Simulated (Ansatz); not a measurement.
**Rubidium, bcc under PBE: convergence with the cold (Marzari-Vanderbilt) smearing**

A convergence test of the cold (Marzari-Vanderbilt) smearing width. The geometry was relaxed under PBE beforehand and stays fixed; 7 values are run, from 0.01 to 1.0 eV. Wanted are the values from which on the energy stays within 10 and 1 meV/atom, and the pressure within 0.5 GPa, of the narrowest run. Within the series other settings stay, but some runs also write fields, which adds to their time. Spin polarisation is left out.

Program: Ansatz 0.2.0. Level of theory: DFT PBE, plane waves with PAW, scalar-relativistic. These are calculated values, not measurements.

## (1) Starting point

Symmetry: Im-3m, No. 229, cubic system. Conventional cell: a = 5.672 Å, b = 5.672 Å, c = 5.672 Å, α = 90.00°, β = 90.00°, γ = 90.00°.

Coordinates:

```xyz
1
Lattice="-2.8359 2.8359 2.8359 2.8359 -2.8359 2.8359 2.8359 2.8359 -2.8359" Properties=species:S:1:pos:R:3 pbc="T T T"
Rb    0.0000    0.0000    0.0000
```

## (2) Width 0.01 eV

The run at 0.01 eV.

input.yaml reads:

```yaml
crystal:
  lattice:
    - [-2.8359049291, 2.8359049291, 2.8359049291]
    - [2.8359049291, -2.8359049291, 2.8359049291]
    - [2.8359049291, 2.8359049291, -2.8359049291]
  atoms:
    - { symbol: Rb, position: [0.0, 0.0, 0.0] }
hamiltonian:
  xc: pbe
  pseudopotentials:
    kind: paw
    azcp:
      Rb: "pseudopotentials/Rb.paw.azcp"
basis:
  ecutwfc: 420
  fft_grid_basis: typed
kpoints:
  mp_grid: { grid: [8, 8, 8], shift: [0, 0, 0] }
magnetization:
  spin_polarized: false
scf:
  occupations: { method: cold, width: 0.01 }
  lower_state_search: "off"
output:
  stress: true
```

Started as:

```console
ansatz run input.yaml --threads 1 --pin off --max-ram 3584MiB --backend cpu --events-out ev --progress --plain --runs-dir out
```

## (3) Width 0.03 eV

The run at 0.03 eV.

input.yaml, as its differences from that of step 2:

```diff
@@ -21,3 +21,3 @@
 scf:
-  occupations: { method: cold, width: 0.01 }
+  occupations: { method: cold, width: 0.03 }
   lower_state_search: "off"
@@ -25 +25,5 @@
   stress: true
+  write_density: true
+  write_potential: true
+  elf: true
+  volumetric_format: npy
```

## (4) Width 0.1 eV

The run at 0.1 eV.

input.yaml, as its differences from that of step 3:

```diff
@@ -21,3 +21,3 @@
 scf:
-  occupations: { method: cold, width: 0.03 }
+  occupations: { method: cold, width: 0.1 }
   lower_state_search: "off"
@@ -25,5 +25 @@
   stress: true
-  write_density: true
-  write_potential: true
-  elf: true
-  volumetric_format: npy
```

## (5) Width 0.2 eV

The run at 0.2 eV.

input.yaml, as its differences from that of step 4:

```diff
@@ -21,3 +21,3 @@
 scf:
-  occupations: { method: cold, width: 0.1 }
+  occupations: { method: cold, width: 0.2 }
   lower_state_search: "off"
@@ -25 +25,5 @@
   stress: true
+  write_density: true
+  write_potential: true
+  elf: true
+  volumetric_format: npy
```

## (6) Width 0.3 eV

The run at 0.3 eV.

input.yaml, as its differences from that of step 5:

```diff
@@ -21,3 +21,3 @@
 scf:
-  occupations: { method: cold, width: 0.2 }
+  occupations: { method: cold, width: 0.3 }
   lower_state_search: "off"
@@ -25,5 +25 @@
   stress: true
-  write_density: true
-  write_potential: true
-  elf: true
-  volumetric_format: npy
```

## (7) Width 0.6 eV

The run at 0.6 eV.

input.yaml, as its differences from that of step 6:

```diff
@@ -21,3 +21,3 @@
 scf:
-  occupations: { method: cold, width: 0.3 }
+  occupations: { method: cold, width: 0.6 }
   lower_state_search: "off"
```

## (8) Width 1.0 eV

The run at 1.0 eV.

input.yaml, as its differences from that of step 7:

```diff
@@ -21,3 +21,3 @@
 scf:
-  occupations: { method: cold, width: 0.6 }
+  occupations: { method: cold, width: 1.0 }
   lower_state_search: "off"
```

(Steps that only read results are left out.)

**Question.** What will these runs give?

As calculated:

```
                                           quantity                       value
       E(σ → 0) stays within 10 meV/atom of 0.01 eV                up to 1.0 eV
                   E(σ → 0) stays within 1 meV/atom                up to 0.1 eV
                      pressure stays within 0.5 GPa                up to 1.0 eV
                                pressure at 0.01 eV                    0.01 GPa
energy of a separate run on a finer mesh (13×13×13)  -7.3 meV/atom from 0.01 eV
```

What this shows: At 1.0 eV the energy differs by -7.9 meV/atom and the pressure by 0.0 GPa. The free energy F moves by -55.4 meV/atom over the range, and the estimate for σ → 0 by -7.9. This scheme cancels the term in the square of the width, so F moves little up to 0.2 eV. The mesh (8×8×8) is fixed, so the narrowest widths carry a k-point error of their own. The yardstick itself is unsettled by 7.3 meV/atom against the finer mesh, so the thresholds above hold only within this series, and wider smearing, which averages over more states, can land nearer the fine-mesh value than the narrowest does. The cell taken over is 5 % larger than the measured one (87.10 Å³/atom, COD).
